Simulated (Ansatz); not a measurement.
Take BP in the zinc blende structure (space group F-43m, No. 216; a = 4.520 Å) as the base.

Level of theory: Ansatz (a program for electronic structure), PBEsol, PAW, cutoff 420 eV, no spin-orbit coupling, earlier PAW set.

| level | lattice parameter a |
|---|---|
| PBEsol | 4.520 Å |

Question: What does experiment give, and how far off is each level?

Answer: Measured: lattice parameter a 4.525 Å (static lattice; corrected from measurement; as listed in Daniel Mejia-Rodriguez, S. B. Trickey, Phys. Rev. B (2018)). Computed minus measured — lattice parameter a: PBEsol -0.1 %.

No phonon test of stability was made.
